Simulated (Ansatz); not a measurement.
Input file:

```yaml
crystal:
  periodic: [false, false, false]
  atoms:
    - {symbol: Li, position_ang: [1.716191, 0.000000, 1.334836]}
    - {symbol: Mg, position_ang: [-0.526490, 0.000000, -0.324660]}
    - {symbol: H, position_ang: [0.877286, 0.000000, -1.363399]}
basis:
  gaussian: {orbitals: def2-TZVP}
magnetization: {spin_polarized: true, initial_magnetization: 0}
correlation: {method: ccsdt_q_b, electrons: outside_noble_gas}
output: {forces: true}
```

```sh
$ ansatz run in.yaml --threads 1 --pin off --events-out ev --progress --plain --max-ram 2393MiB
```

Log:

```
813 factors; integrals over basis functions are off by at most 1.9e-7 eV
mean field evaluation 1: about -5647.6756 eV, gradient 5.7e0 eV
mean field evaluation 2: about -5647.6759 eV, gradient 5.7e0 eV
mean field evaluation 4: about -5648.1464 eV, gradient 4.1e-1 eV
mean field evaluation 8: about -5648.1513 eV, gradient 1.2e-3 eV
mean field evaluation 16: about -5648.1650 eV, gradient 2.4e-1 eV
mean field evaluation 32: about -5648.1463 eV, gradient 4.1e-1 eV
mean field evaluation 64: about -5648.5523 eV, gradient 1.3e-2 eV
mean field evaluation 96: about -5648.5465 eV, gradient 8.0e-2 eV
mean field evaluation 128: about -5647.6407 eV, gradient 1.4e0 eV
mean field evaluation 160: about -5648.5521 eV, gradient 8.0e-2 eV
...
cycle  19  -1.47971580 eV  change   -3.7e-5 eV  update   3.7e-5
cycle  20  -1.47974876 eV  change   -3.3e-5 eV  update   1.7e-5
cycle  21  -1.47977598 eV  change   -2.7e-5 eV  update   9.0e-6
cycle  22  -1.47978406 eV  change   -8.1e-6 eV  update   5.2e-6
cycle  23  -1.47978644 eV  change   -2.4e-6 eV  update   3.2e-6
cycle  24  -1.47978921 eV  change   -2.8e-6 eV  update   2.0e-6
cycle  25  -1.47979167 eV  change   -2.5e-6 eV  update   1.3e-6
cycle  26  -1.47979301 eV  change   -1.3e-6 eV  update   6.7e-7
cycle  27  -1.47979345 eV  change   -4.4e-7 eV  update   3.4e-7
cycle  28  -1.47979348 eV  change   -3.0e-8 eV  update   2.1e-7
perturbative correction -0.00233632 eV, -0.0000858582 hartree
the calculation of the forces begins
Total energy: -5650.03448501 eV, -207.6349375932 hartree
Atom 0 at     1.716191     0.000000     1.334836 Å, force    -0.208330     0.000000    -0.137124 eV/Å
Atom 1 at    -0.526490     0.000000    -0.324660 Å, force    -0.204757    -0.000000     0.470003 eV/Å
Atom 2 at     0.877286     0.000000    -1.363399 Å, force     0.413087    -0.000000    -0.332878 eV/Å
Dipole moment:     0.837154    -0.000000     0.337228 e Å
```

Forces (eV/Å):
```
Li  -0.208  0.000 -0.137
Mg  -0.205  0.000  0.470
H    0.413  0.000 -0.333
```

Ran on 1 thread of Arm Neoverse V1, shared host: 70 s wall, 1 GiB peak host memory.
